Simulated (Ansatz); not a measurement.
Frontier orbitals of `O=C(F)F`.

```xyz
4

O     0.8423   -0.6169   -0.7089
C     0.0623   -0.0456   -0.0524
F    -1.2351   -0.0399   -0.2264
F     0.3305    0.7025    0.9878
```

Total charge 0; spin multiplicity 1. The geometry is a stationary point of PBE0-D4/def2-TZVP. Basis def2-TZVPP, Ansatz 0.2.0.

| functional | HOMO (eV) | LUMO (eV) | gap (eV) |
| --- | --- | --- | --- |
| LDA (SPW92) | -8.70 | -1.96 | 6.74 |
| PBE | -8.44 | -1.60 | 6.84 |
| BLYP | -8.37 | -1.55 | 6.82 |
| r2SCAN | -8.87 | -1.28 | 7.59 |
| PBE0 | -10.36 | -0.38 | 9.98 |
| B3LYP | -10.08 | -0.75 | 9.33 |
| LC-ωPBE | -13.26 | 2.22 | 15.48 |
| ωB97M-V | -12.83 | 2.12 | 14.95 |
| HF | -15.18 | 4.34 | 19.52 |

Task: What is the vertical ionisation energy at frozen-core CCSD(T)/CBS(def2)? (An estimate is asked.)

Result: The calculation gave: 13.71 eV (T1 of the cation 0.023).

From PBE to PBE0 the HOMO moves by −1.92 eV and the LUMO by +1.22 eV, and with ωB97M-V by −4.39 and +3.72 eV, so the gap grows from 6.84 to 14.96 eV with exact exchange. A positive LUMO is unbound and depends on the basis. −ε(HOMO) differs from that ionisation energy by −5.27 eV with PBE and −0.88 eV with ωB97M-V.

B3LYP here is the variant with VWN-RPA as its local correlation; programs differ in this. LC-ωPBE has ω = 0.4 bohr⁻¹.
